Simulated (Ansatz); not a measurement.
Start from `COCCF` and change one atom or group to get `CCOC`.

Ansatz, PBE0-D4/def2-TZVP geometries, multiplicity 1. Each molecule was computed in one conformer, which needn't be the lowest.

| property | `COCCF` |
| --- | --- |
| size of the dipole moment (ωB97M-V/def2-TZVPP) / D | 1.02 |
| HOMO energy (ωB97M-V/def2-TZVPP) / eV | -9.90 |
| HOMO–LUMO gap (ωB97M-V/def2-TZVPP) / eV | 12.88 |
| HOMO–LUMO gap (PBE/def2-TZVPP) / eV | 6.55 |
| HOMO–LUMO gap (B3LYP/def2-TZVPP) / eV | 8.41 |
| zero-point energy (PBE0-D4/def2-TZVP) / kJ/mol | 266.5 |

Question: Give the same properties after the change, and the shifts. (An estimate is asked.)

Answer: Ansatz gave: 
```json
{"property": "size of the dipole moment (ωB97M-V/def2-TZVPP) / D", "`CCOC`": "1.13", "shift": "0.11"}
{"property": "HOMO energy (ωB97M-V/def2-TZVPP) / eV", "`CCOC`": "-9.78", "shift": "0.12"}
{"property": "HOMO–LUMO gap (ωB97M-V/def2-TZVPP) / eV", "`CCOC`": "12.60", "shift": "-0.28"}
{"property": "HOMO–LUMO gap (PBE/def2-TZVPP) / eV", "`CCOC`": "6.33", "shift": "-0.22"}
{"property": "HOMO–LUMO gap (B3LYP/def2-TZVPP) / eV", "`CCOC`": "8.16", "shift": "-0.25"}
{"property": "zero-point energy (PBE0-D4/def2-TZVP) / kJ/mol", "`CCOC`": "284.2", "shift": "17.7"}
```

With PBE0 the HOMO rises by 0.13 eV and the LUMO falls by 0.14 eV, so the gap narrows by about 0.27 eV. PBE moves the HOMO by 0.11 eV and ωB97M-V by 0.12 eV. Dipoles are sizes alone; their direction can turn.

B3LYP here is the variant with VWN-RPA as its local correlation; programs differ in this.
